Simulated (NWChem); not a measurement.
System: allene (C3H4); SMILES C=C=C

NWChem input:

```
start job
memory heap 200 mb stack 900 mb global 1100 mb
geometry units angstroms noautosym nocenter noautoz
  C      0.000000     0.000000     1.316492
  C      0.000000     0.000000     0.000000
  C      0.000000     0.000000    -1.316492
  H     -0.666259     0.666259     1.890869
  H      0.666259    -0.666259     1.890869
  H     -0.666259    -0.666259    -1.890869
  H      0.666259     0.666259    -1.890869
end
basis spherical
  C library def2-svpd
  H library def2-svpd
end
dft
  xc hfexch
  iterations 150
end
tddft
  cis
  nroots 6
  notriplet
end
task tddft energy
```

Coordinates come from a PBE-D3(BJ)/def2-SVP optimisation.

Vertical excitations in the gas phase.

Problem. Give the results of this calculation. (Hartree-Fock/def2-SVPD, CIS.) Quantities: basis functions; lowest excitation, singlet (eV); oscillator strength of that lowest state; lowest state with f > 0.02, singlet (eV); oscillator strength of that bright state; orbital gap (eV).

Solution. 
```json
{
 "number_of_basis_functions": "92",
 "lowest excitation, singlet (eV)": "6.23",
 "oscillator_strength_of_that_lowest_state": "0.000",
 "lowest state with f > 0.02, singlet (eV)": "7.74",
 "oscillator_strength_of_that_bright_state": "0.050",
 "orbital gap (eV)": "12.91"
}
```
